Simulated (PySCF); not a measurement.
Below is a simulated gas-phase Si 1s photoelectron spectrum of `C[SiH2][SiH2-]`.

Every computed line was given a Gaussian of 0.7 eV full width at half maximum and an area set by the number of equivalent atoms; the highest printed point is 100. Theory: delta-SCF UKS SCAN, pcX-2 on the ionised atom, pcseg-1 elsewhere, spin-free X2C (PySCF).

```tsv
binding energy (eV)	intensity
1838.2	0
1838.3	1
1838.4	2
1838.5	5
1838.6	11
1838.7	22
1838.8	37
1838.9	56
1839.0	76
1839.1	92
1839.2	100
1839.3	97
1839.4	83
1839.5	64
1839.6	45
1839.7	29
1839.8	20
1839.9	18
1840.0	25
1840.1	38
1840.2	56
1840.3	76
1840.4	92
1840.5	100
1840.6	97
1840.7	84
1840.8	65
1840.9	45
1841.0	28
1841.1	15
1841.2	7
1841.3	3
1841.4	1
1841.5	0
```

Count the maxima, the lines and the sites behind this envelope.

The curve has 2 maxima (at 1839.2 and 1840.5 eV). Under it lie 2 lines from 2 inequivalent silicon sites.

Decompose the envelope and assign each component. Numbering: `[CH3:1][SiH2:2][SiH2-:3]`.

```json
{"position (eV)": "1839.22", "relative area": "1", "line": "Si 1s", "atoms": "Si3", "environment": "silicon bonded to Si and 2 H"}
{"position (eV)": "1840.52", "relative area": "1", "line": "Si 1s", "atoms": "Si2", "environment": "SiH2 silicon"}
```

What are the centre and the root-mean-square width of the whole band?

The area-weighted mean of the lines is 1839.87 eV. Their own spread about it is 0.65 eV (rms) and each Gaussian has σ = 0.7/2.355 = 0.30 eV; the variances add, which gives 0.72 eV.

Above which line width would these two lines show one maximum?

Two equal Gaussians merge once their distance is under 2σ = FWHM/1.177. With 1.30 eV between them that is a full width over 1.53 eV.

Lowest listed Si 1s: Si3, bonded to 2 H and Si. Highest, 1.30 eV above it: Si2, bonded to C, 2 H and Si. Summing the Pauling electronegativity differences to the bonded atoms, each weighted by its formal bond order, gives +0.60 for the lowest site and +1.25 for the highest.

The curve has no shake-up lines and no vibrational structure. The species carries charge -1, so core ionisation leaves a neutral species. The basis sets have no added diffuse functions. Geometry: GFN2-xTB, one conformer, isolated ion.
